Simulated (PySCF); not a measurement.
## C₂H₃O, SMILES `C[C]=O` (charge 0, multiplicity 2)

All values below come from PySCF with PBE-D3(BJ)/def2-TZVP // B3LYP-D3(BJ)/def2-TZVP.

```yaml
highest_occupied_spin_orbital: -4.26 eV
dipole_moment: 2.42 D
total_energy: -153.0641 Ha
cost: about 2.0 core-minutes (a rough figure)
```

```xyz
6

C     -0.4639    -0.0035    -0.0366
C      1.0031     0.0200    -0.3793
O      1.9306    -0.0035     0.3466
H     -0.6168    -0.0929     1.0420
H     -0.9185     0.9150    -0.4108
H     -0.9346    -0.8350    -0.5619
```
Charge 0, spin multiplicity 2.
